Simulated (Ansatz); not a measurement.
Cost and result for the atomization energy of `CC1O/C1=C/F` (11 atoms, 11 bonds).

```xyz
11

C     1.353   -0.855   -0.331
C    -0.004   -0.756    0.282
O    -0.113    0.045    1.510
C    -0.717    0.477    0.379
C    -1.432    1.503   -0.020
F    -1.865    1.582   -1.290
H     1.963   -1.587    0.204
H     1.856    0.112   -0.311
H     1.264   -1.181   -1.370
H    -0.583   -1.675    0.341
H    -1.723    2.334    0.606
```

The species carries charge 0 and has multiplicity 1. The structure was optimised at the PBE0-D4/def2-TZVP level. Program: Ansatz. All runs use 4 threads of an Arm Neoverse V1 on a shared host. Times are those of one run each, without the atoms' runs, and a repeat can differ threefold. Electronic energies, without spin–orbit coupling; frozen cores. CCSD(T)/CBS adds CCSD(T) − MP2 in def2-TZVPP to the MP2 limit, and its time is that of the two runs behind it. T1 = 0.013. B3LYP takes the VWN-RPA correlation (the form of Gaussian; ORCA's B3LYP/G).

CCSD(T)/CBS is a level of theory with its own doubt, some kJ/mol a heavy atom from the limit and from the frozen cores, so smaller differences don't rank the functionals.

```
                             level  functions  wall time  atomization (kJ/mol)  difference from CCSD(T)/CBS  per bond
   PBE-D4/def2-TZVPP (with forces)        256      2.5 s                4789.7                        209.3      19.0
                PBE0-D4/def2-TZVPP        256      2.7 s                4651.8                         71.4       6.5
 B3LYP-D4/def2-TZVPP (with forces)        256      4.5 s                4592.8                         12.4       1.1
r2SCAN-D4/def2-TZVPP (with forces)        256      4.8 s                4628.3                         47.9       4.4
                 B2PLYP/def2-TZVPP        256        6 s                4550.9                        -29.5      -2.7
                ωB97X-V/def2-TZVPP        256      7.5 s                4604.9                         24.5       2.2
  ωB97M-V/def2-TZVPP (with forces)        256       12 s                4610.5                         30.1       2.7
                    MP2/def2-QZVPP        492       26 s                4661.7                         81.3       7.4
                CCSD(T)/def2-TZVPP        256    3.9 min                4462.2                       -118.2     -10.7
                 CCSD(T)/CBS(def2)          –    4.3 min                4580.4                          0.0       0.0
```

From PBE to PBE0 (25 % exact exchange), in def2-TZVPP and without D4, the atomization energy moves by −134.9 kJ/mol: exact exchange takes away binding that semilocal exchange gives to molecules. The D4 term adds +29.4 kJ/mol with B3LYP and +15.5 kJ/mol with PBE0; it sums over pairs of atoms, weighted by their polarisabilities, and B3LYP, whose exchange is more repulsive, gets the larger term. In def2-TZVPP, CCSD(T) changes the Hartree–Fock value by +1241.5 kJ/mol (the triples alone add +89.7 kJ/mol) and MP2 by +1371.2 kJ/mol; breaking electron pairs costs correlation energy, which Hartree–Fock lacks.
